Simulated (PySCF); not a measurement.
propyne (C3H4), SMILES C#CC.

Geometry optimised at B3LYP-D3(BJ)/def2-TZVP.

Two levels are set side by side: TDDFT-PBE/def2-SVPD (PySCF) and TDDFT-PBE0/def2-SVPD (PySCF). Vertical, same geometry. The lowest singlet is HOMO→LUMO 100 % with PBE and HOMO→LUMO+2 49 %, HOMO−1→LUMO+1 49 % with the other functional; states are paired by order. Differences are taken from unrounded values.

```
quantity                               TDDFT-PBE
-------------------------------------  ---------
lowest singlet excitation (eV)              6.71
lowest triplet excitation (TDA) (eV)        5.51
first bright state (f over 0.05) (eV)       8.76
its oscillator strength                     0.43
```

These are the TDDFT-PBE values. What does TDDFT-PBE0 give? (The exact figures need the calculation; the answer reports its results.)


```csv
quantity,TDDFT-PBE0,TDDFT-PBE minus TDDFT-PBE0
lowest singlet excitation (eV),6.76,-0.06
lowest triplet excitation (TDA) (eV),5.43,0.08
first bright state (f over 0.05) (eV),9.00,-0.24
its oscillator strength,0.05,0.38
```

Rough cost on one machine, each run with all the roots and properties that it gave: TDDFT-PBE0 against TDDFT-PBE about 2 times.
